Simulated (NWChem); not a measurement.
# C4H8 (SMILES C=C(C)C): levels of theory compared

Wanted: a comparison of 6 runs (HF/STO-3G, HF/3-21G, B3LYP/6-31G*, M06-2X/6-31G*, PBE0/6-31G*) of C4H8. 

The calculation is run with NWChem 7.3.0.

2 further runs of the same task are left out: 2 set aside as unsound or not needed.

### 1 The molecule

C4H8 has 12 atoms, charge 0, and is taken as a singlet. SMILES: `C=C(C)C`. The C2–C4 distance was set to 1.944 Å, away from the relaxed value.

Bond lengths: C1–C2 1.329 Å, C2–C3 1.496 Å, C1–H5 1.085 Å, C1–H6 1.085 Å, C3–H7 1.095 Å, C3–H8 1.091 Å, C3–H9 1.095 Å, C4–H10 1.095 Å, C4–H11 1.091 Å, C4–H12 1.095 Å. Some angles: C1–C2–C3 122.2°, C2–C1–H5 121.4°, C2–C1–H6 121.4°, C2–C3–H7 110.8°, C2–C3–H8 111.8°, C2–C3–H9 110.8°, H5–C1–H6 117.1°, H7–C3–H8 108.4°, H7–C3–H9 106.5°, H8–C3–H9 108.4°. A long bond or contact: C2–C4 1.944 Å.

### 2 A single-point energy at HF/STO-3G (run 1)

run.nw reads:

```
start run
title "C4H8"
memory 2200 mb
charge 0

geometry units angstrom noautosym nocenter noautoz
   C       -0.711887       1.676319       0.084115
   C       -0.217877       0.461529       0.300025
   C       -0.084807      -0.110931       1.675395
   C        0.379100      -0.686080      -1.151630
   H       -0.803247       2.079979      -0.918355
   H       -1.041867       2.306609       0.902705
   H       -0.654437      -1.042071       1.765315
   H       -0.436957       0.583129       2.439315
   H        0.958863      -0.362871       1.891935
   H       -0.178340      -1.628870      -1.155760
   H        0.254300      -0.208180      -2.123920
   H        1.435040      -0.949860      -1.029100
end

basis spherical bse
   * library STO-3G
end

scf
   singlet
   rhf
   thresh 1e-08
   maxiter 80
end

task scf energy
```

Started as:

```console
$ nwchem run.nw > run.out
```

What it wrote:

```text
[...]
  functions       =    28
[...]
  wavefunction    = RHF
[...]
         Total SCF energy =   -154.167531433700
      One-electron energy =   -431.463927765311
      Two-electron energy =    164.390232152290
 Nuclear repulsion energy =    112.906164179321
        Time for solution =      2.1s
[...]
```

Wall time 3 s (1 thread of AMD EPYC 7R43 (Zen 3), shared host); peak memory 0.094 GiB.

### 3 The energy at HF/3-21G (run 2)

run.py reads:

```python
from ase import Atoms
from ase.calculators.nwchem import NWChem

atoms = Atoms(['C', 'C', 'C', 'C', 'H', 'H', 'H', 'H', 'H', 'H', 'H', 'H'], positions=[
    [-0.711887, 1.676319, 0.084115],
    [-0.217877, 0.461529, 0.300025],
    [-0.084807, -0.110931, 1.675395],
    [0.379100, -0.686080, -1.151630],
    [-0.803247, 2.079979, -0.918355],
    [-1.041867, 2.306609, 0.902705],
    [-0.654437, -1.042071, 1.765315],
    [-0.436957, 0.583129, 2.439315],
    [0.958863, -0.362871, 1.891935],
    [-0.178340, -1.628870, -1.155760],
    [0.254300, -0.208180, -2.123920],
    [1.435040, -0.949860, -1.029100],
])

calc = NWChem(
    label='calc',
    theory='scf',
    memory='2200 mb',
    basis='3-21G',
    basispar='spherical bse',
    scf={'nopen': '0', 'rhf': None, 'thresh': '1e-08', 'maxiter': '80'},
    task='energy',
)
atoms.calc = calc

print(f"energy = {atoms.get_potential_energy():.6f} eV")
print("dipole (e A):", atoms.get_dipole_moment().round(4))
```

Started as:

```console
$ export ASE_NWCHEM_COMMAND="nwchem PREFIX.nwi > PREFIX.nwo"
$ python run.py
```

What it wrote:

```text
energy = -4222.968223 eV
dipole (e A): [ 0.0393 -0.0964  0.0154]
```

The calculator wrote calc.nwi:

```
title "calc"

permanent_dir calc

scratch_dir calc

start calc

geometry units angstrom nocenter noautosym noautoz
  C  -7.1188700000000005e-01 1.6763189999999999e+00 8.4114999999999995e-02
  C  -2.1787699999999999e-01 4.6152900000000002e-01 3.0002499999999999e-01
  C  -8.4806999999999994e-02 -1.1093100000000000e-01 1.6753950000000000e+00
  C  3.7909999999999999e-01 -6.8608000000000002e-01 -1.1516299999999999e+00
  H  -8.0324700000000004e-01 2.0799789999999998e+00 -9.1835500000000003e-01
  H  -1.0418670000000001e+00 2.3066089999999999e+00 9.0270499999999998e-01
  H  -6.5443700000000005e-01 -1.0420710000000000e+00 1.7653150000000000e+00
  H  -4.3695699999999998e-01 5.8312900000000001e-01 2.4393150000000001e+00
  H  9.5886300000000002e-01 -3.6287100000000000e-01 1.8919349999999999e+00
  H  -1.7834000000000000e-01 -1.6288700000000000e+00 -1.1557599999999999e+00
  H  2.5430000000000003e-01 -2.0818000000000000e-01 -2.1239200000000000e+00
  H  1.4350400000000001e+00 -9.4986000000000004e-01 -1.0290999999999999e+00
end

memory 2200 mb

basis spherical bse noprint
   * library 3-21G
end

scf
  nopen 0
  rhf
  thresh 1e-08
  maxiter 80
end

task scf energy
```

calc.nwo:

```text
Northwest Computational Chemistry Package (NWChem) 7.3.0
             --------------------------------------------------------

           Job information
           ---------------

    nwchem branch   = 7.3.0
    use scalapack   = T
    input           = calc.nwi
    prefix          = calc.
    data base       = calc/calc.db
    status          = startup
    nproc           =        1

           Memory information
           ------------------

    heap     =     72089600 doubles =      550.0 Mbytes
    stack    =     72089597 doubles =      550.0 Mbytes
    global   =    144179200 doubles =     1100.0 Mbytes (distinct from heap & stack)
    total    =    288358397 doubles =     2200.0 Mbytes
    verify   = yes
    hardfail = no

[... 133 lines left out ...]
 Convergence threshold     :          1.000E-08
[... 13 lines left out ...]
       Final RHF  results
[... 3 lines left out ...]
      One-electron energy =   -431.257658444110
[... 1 line left out ...]
 Nuclear repulsion energy =    112.906164179321
[... 34 lines left out ...]
                       ROHF Final Molecular Orbital Analysis
[... 190 lines left out ...]
  Mulliken analysis of the total density
  --------------------------------------

    Atom       Charge   Shell Charges
 -----------   ------   -------------------------------------------------------
    1 C    6     6.45   1.99  0.39  1.59  0.96  1.52
    2 C    6     5.99   1.99  0.39  1.46  0.93  1.23
    3 C    6     6.63   1.99  0.36  1.63  1.14  1.51
[... 8 lines of this table left out ...]
   12 H    1     0.80   0.47  0.33

       Multipole analysis of the density wrt the origin
       ------------------------------------------------

     L   x y z        total         open         nuclear
     -   - - -        -----         ----         -------
     0   0 0 0     -0.000000      0.000000     32.000000

     1   1 0 0      0.074198      0.000000     -8.087028
[... 8 lines of this table left out ...]
     2   0 0 2    -18.515557      0.000000    166.382570

 Task  times  cpu:        2.1s     wall:        2.1s
 Total times  cpu:        2.2s     wall:        2.2s
```

It took 3.9 s on 1 thread of AMD EPYC 7R43 (Zen 3), shared host; peak memory 0.098 GiB.

### 4 A single-point energy at B3LYP/6-31G(d) (spherical functions) (run 3)

struct.nw reads:

```
start struct
title "C4H8"
memory stack 880 mb heap 220 mb global 1100 mb

geometry noautosym nocenter noautoz
   C    -0.711887    1.676319    0.084115
   C    -0.217877    0.461529    0.300025
   C    -0.084807   -0.110931    1.675395
   C     0.379100   -0.686080   -1.151630
   H    -0.803247    2.079979   -0.918355
   H    -1.041867    2.306609    0.902705
   H    -0.654437   -1.042071    1.765315
   H    -0.436957    0.583129    2.439315
   H     0.958863   -0.362871    1.891935
   H    -0.178340   -1.628870   -1.155760
   H     0.254300   -0.208180   -2.123920
   H     1.435040   -0.949860   -1.029100
end

basis spherical bse
   * library 6-31G*
end

dft
   xc b3lyp
   grid xfine
   convergence energy 1e-08
   maxiter 100
   mulliken
   noprint "final vectors analysis"
end

task dft energy
```

Started as:

```console
$ nwchem struct.nw > struct.out
```

What it wrote:

```text
[...]
          Wavefunction type:  closed shell.
          No. of atoms     :    12
          No. of electrons :    32
[...]
          Charge           :     0
          Spin multiplicity:     1
[...]
          AO basis - number of functions:    72
[...]
              XC Information
              --------------
                         B3LYP Method XC Potential
                     Hartree-Fock (Exact) Exchange  0.200
                        Slater Exchange Functional  0.800 local
                    Becke 1988 Exchange Functional  0.720 non-local
              Lee-Yang-Parr Correlation Functional  0.810
                  VWN I RPA Correlation Functional  0.190 local
[...]
 d= 0,ls=0.0,diis     1   -157.1293595825 -2.70D+02  8.08D-03  3.28D-01     4.9
[...]
 d= 0,ls=0.0,diis    10   -157.1729058230 -1.27D-09  1.58D-07  2.17D-10    44.6
         Total DFT energy =     -157.172905823014
      One electron energy =     -433.176083309882
           Coulomb energy =      187.682632148705
    Exchange-Corr. energy =      -24.585618841158
 Nuclear repulsion energy =      112.906164179321
[...]
      Total Density - Mulliken Population Analysis
     ---------------------------------------------
    Atom       Charge   Shell Charges
 -----------   ------   -------------------------------------------------------
    1 C    6     6.39   2.00  0.68  2.07  0.58  1.03  0.03
    2 C    6     5.81   2.00  0.69  1.92  0.51  0.66  0.04
    3 C    6     6.50   2.00  0.67  2.14  0.63  1.03  0.04
    4 C    6     6.51   2.00  0.67  2.01  0.71  1.10  0.03
    5 H    1     0.86   0.53  0.33
    6 H    1     0.86   0.53  0.34
    7 H    1     0.84   0.52  0.32
    8 H    1     0.85   0.53  0.32
    9 H    1     0.84   0.52  0.32
   10 H    1     0.85   0.52  0.32
[...]
```

It took 45 s on 1 thread of AMD EPYC 7R43 (Zen 3), shared host; peak memory 0.15 GiB.

Runs 4 to 5 aren't shown in full; the table further down has their settings and results.

### 5 The energy at B3LYP/6-31G(d) (Cartesian functions) (run 6)

c4h8.xyz reads:

```xyz
12
C4H8 B3LYP
C     -0.711887     1.676319     0.084115
C     -0.217877     0.461529     0.300025
C     -0.084807    -0.110931     1.675395
C      0.379100    -0.686080    -1.151630
H     -0.803247     2.079979    -0.918355
H     -1.041867     2.306609     0.902705
H     -0.654437    -1.042071     1.765315
H     -0.436957     0.583129     2.439315
H      0.958863    -0.362871     1.891935
H     -0.178340    -1.628870    -1.155760
H      0.254300    -0.208180    -2.123920
H      1.435040    -0.949860    -1.029100
```

run.py reads:

```python
from ase.io import read
from ase.calculators.nwchem import NWChem

system = read('c4h8.xyz')

calc = NWChem(
    label='c4h8',
    theory='dft',
    memory='2200 mb',
    basis='6-31G*',
    dft={'xc': 'b3lyp', 'mult': '1', 'grid': 'xfine', 'convergence': 'energy 1e-08', 'iterations': '100', 'mulliken': None},
    task='energy',
)
system.calc = calc

print("Total energy (eV):", round(system.get_potential_energy(), 6))
print("dipole (e A):", system.get_dipole_moment().round(4))
```

Started as:

```console
$ export ASE_NWCHEM_COMMAND="nwchem PREFIX.nwi > PREFIX.nwo"
$ python run.py
```

What it wrote:

```text
Total energy (eV): -4276.976581
dipole (e A): [ 0.0317 -0.0819  0.034 ]
```

The calculator wrote c4h8.nwi:

```
title "c4h8"

permanent_dir c4h8

scratch_dir c4h8

start c4h8

geometry units angstrom nocenter noautosym noautoz
  C  -7.1188700000000005e-01 1.6763189999999999e+00 8.4114999999999995e-02
  C  -2.1787699999999999e-01 4.6152900000000002e-01 3.0002499999999999e-01
  C  -8.4806999999999994e-02 -1.1093100000000000e-01 1.6753950000000000e+00
  C  3.7909999999999999e-01 -6.8608000000000002e-01 -1.1516299999999999e+00
  H  -8.0324700000000004e-01 2.0799789999999998e+00 -9.1835500000000003e-01
  H  -1.0418670000000001e+00 2.3066089999999999e+00 9.0270499999999998e-01
  H  -6.5443700000000005e-01 -1.0420710000000000e+00 1.7653150000000000e+00
  H  -4.3695699999999998e-01 5.8312900000000001e-01 2.4393150000000001e+00
  H  9.5886300000000002e-01 -3.6287100000000000e-01 1.8919349999999999e+00
  H  -1.7834000000000000e-01 -1.6288700000000000e+00 -1.1557599999999999e+00
  H  2.5430000000000003e-01 -2.0818000000000000e-01 -2.1239200000000000e+00
  H  1.4350400000000001e+00 -9.4986000000000004e-01 -1.0290999999999999e+00
end

memory 2200 mb

basis noprint
   * library 6-31G*
end

dft
  xc b3lyp
  mult 1
  grid xfine
  convergence energy 1e-08
  iterations 100
  mulliken
end

task dft energy
```

c4h8.nwo:

```text
Northwest Computational Chemistry Package (NWChem) 7.3.0
             --------------------------------------------------------

           Job information
           ---------------

    nwchem branch   = 7.3.0
    use scalapack   = T
    input           = c4h8.nwi
    prefix          = c4h8.
    data base       = c4h8/c4h8.db
    status          = startup
    nproc           =        1

           Memory information
           ------------------

    heap     =     72089600 doubles =      550.0 Mbytes
    stack    =     72089597 doubles =      550.0 Mbytes
    global   =    144179200 doubles =     1100.0 Mbytes (distinct from heap & stack)
    total    =    288358397 doubles =     2200.0 Mbytes
    verify   = yes
    hardfail = no

[... 102 lines left out ...]
  convergence criterion.
[... 18 lines left out ...]
          Convergence on density requested:  1.00D-05
[... 24 lines left out ...]
          Convergence Information
[... 61 lines left out ...]
   convergence    iter        energy       DeltaE   RMS-Dens  Diis-err    time
[... 17 lines left out ...]
           Coulomb energy =      187.613365552240
[... 7 lines left out ...]
                       DFT Final Molecular Orbital Analysis
[... 557 lines left out ...]
 center of mass
 --------------
 x =  -0.27289359 y =   0.56877898 z =   0.42743923

 moments of inertia (a.u.)
 ------------------
         432.756811308010          75.915943602176          32.337411712651
          75.915943602176         292.940483232277         -32.772248826050
          32.337411712651         -32.772248826050         230.952868080845

     Multipole analysis of the density
     ---------------------------------

     L   x y z        total         alpha         beta         nuclear
     -   - - -        -----         -----         ----         -------
     0   0 0 0     -0.000000    -16.000000    -16.000000     32.000000

     1   1 0 0      0.059925      4.073476      4.073476     -8.087028
[... 8 lines of this table left out ...]
     2   0 0 2    -18.336075    -92.359322    -92.359322    166.382570

 Task  times  cpu:       41.7s     wall:       41.7s
 Total times  cpu:       41.7s     wall:       41.7s
```

Run time: 43 s. Hardware: 1 thread of AMD EPYC 7R43 (Zen 3), shared host; peak memory 0.15 GiB.

### 6 All runs side by side

```csv
run,level,iteration cap,module,energy (Eh),dipole moment (D),HOMO energy (eV),LUMO energy (eV),wall time
1,HF/STO-3G,80,scf,-154.167531,0.43,-8.18,8.97,3 s
2,HF/3-21G,80,scf,-155.191221,0.51,-9.61,5.33,3.9 s
3,B3LYP/6-31G* (spherical functions),100,dft,-157.172906,0.45,–,–,45 s
4,M06-2X/6-31G* (spherical functions),100,dft,-157.076157,0.44,-8.25,2.08,47 s
5,PBE0/6-31G* (spherical functions),100,dft,-156.964027,0.46,-6.99,1.12,45 s
6,B3LYP/6-31G* (Cartesian functions),100,dft,-157.175992,0.45,-6.71,0.93,43 s
```

### 7 Outcome

| quantity | value |
| --- | --- |
| run 6: total energy | -157.17599 Eh |
| run 6: dipole moment | 0.45 D |
| run 6: HOMO energy | -6.71 eV |
| run 6: LUMO energy | 0.93 eV |
| run 6: HOMO–LUMO gap | 7.64 eV |

What this shows: The dipole moment (its size) runs from 0.43 D (HF/STO-3G) to 0.51 D (HF/3-21G). Over runs 1, 2, 4, 5, 6 the HOMO–LUMO gap runs from 7.64 eV (B3LYP/6-31G*) to 17.16 eV (HF/STO-3G). The two ends differ in method and basis. Totals of different functionals can't be ranked against each other. In run 1 the basis is minimal, so the values are rough. All runs together took 3.1 min, the longest 47 s.
